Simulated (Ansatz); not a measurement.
# CHN (triplet): the correlation ladder, def2-TZVPP

One table from this session's results is given with a row withheld; the runs are named, their logs left out.

Computed with Ansatz 0.2.0, Gaussian basis. Level: def2-TZVPP, core rule «outside noble gas», up to 2 orbitals frozen.

The runs, in order: UHF; ROHF; CCSD(T) on UHF.

2 further runs of the same task are left out: 2 set aside as unsound or not needed.

## What is computed

The geometry is a PBE0/def2-TZVP stationary point (not a proven minimum).

3 atoms, charge 0, spin multiplicity 3.

Atoms are counted from 1 here; the program's logs count them from 0.

Bond lengths: N1–C2 1.249 Å, N1–H3 1.037 Å. Angles: C2–N1–H3 113.1°.

Coordinates:

```xyz
3
CHN
N     0.0000   -0.1237    0.5266
C     0.0000    0.0813   -0.7051
H     0.0000    0.7504    1.0848
```

Set-up of the first run:

File in.yaml:

```yaml
crystal:
  periodic: [false, false, false]
  atoms:
    - {symbol: N, position_ang: [0.000000, -0.123686, 0.526574]}
    - {symbol: C, position_ang: [0.000000, 0.081265, -0.705120]}
    - {symbol: H, position_ang: [0.000000, 0.750434, 1.084807]}
basis:
  gaussian: {orbitals: def2-TZVPP}
magnetization: {spin_polarized: true, initial_magnetization: 2}
hamiltonian: {xc: hf}
output: {orbitals: {seedname: orbitals}}
```

Launch:

```
ansatz run in.yaml --threads 1 --pin off --events-out ev --progress --plain --max-ram 3968MiB --backend cpu
```

Among the steps run: UHF; ROHF; CCSD(T) on UHF.

One table of the session follows, with a row left open; its other results are not shown here.

```
  method  from UCCSD(T) (kcal/mol)
    ROHF                   +212.57
     UHF                   +202.27
    UMP2                    +30.37
   UCCSD                         ?
UCCSD(T)                         0
```

Q: Estimate the row for UCCSD from the others.

The run gave: from UCCSD(T) (kcal/mol): +9.57. In the column «from UCCSD(T) (kcal/mol)» it lies between UCCSD(T) (0) and UMP2 (+30.37).

With the free atoms at the same levels and basis (separate runs), the atomisation energy is 7.792 eV at UCCSD(T), 4.296 eV at ROHF.
